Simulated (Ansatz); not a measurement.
Relaxation of C3H4S (8 atoms, charge 0, multiplicity 1), to a largest force component of 0.02 eV/Å in at most 50 steps.

Method: RKS PBE-D4/6-31G* in Ansatz.

```xyz
8
Properties=species:S:1:pos:R:3
C -0.345 0.990 -0.609
C -0.508 -0.161 -0.026
C 0.664 -0.804 0.539
S 0.752 -2.283 1.317
H 0.554 1.556 -0.721
H -1.268 1.532 -1.049
H -1.431 -0.669 0.051
H 1.675 -0.219 0.442
```

Problem. Where does it end, and by what steps?

Solution. It converged. After 4 steps the energy has fallen by 0.333 eV; C1 moved furthest, 0.07 Å.

| step | energy less start (eV) | largest force component (eV/Å) | accepted |
| --- | --- | --- | --- |
| 0 | 0.0000 | 3.694 | yes |
| 1 | -0.2827 | 1.309 | yes |
| 2 | -0.3121 | 0.519 | yes |
| 3 | -0.3323 | 0.173 | yes |
| 4 | -0.3333 | 0.018 | yes |

```xyz
8
Properties=species:S:1:pos:R:3
C -0.389 1.039 -0.630
C -0.461 -0.167 -0.018
C 0.706 -0.812 0.548
S 0.709 -2.272 1.310
H 0.562 1.576 -0.721
H -1.271 1.525 -1.056
H -1.414 -0.702 0.072
H 1.649 -0.245 0.439
```

Whether the end is a true minimum wasn't checked by a vibrational analysis.

Run time: 6 s on 1 thread of Intel(R) Xeon(R) 6975P-C (Granite Rapids) (shared host), peak memory 0.15 GiB.
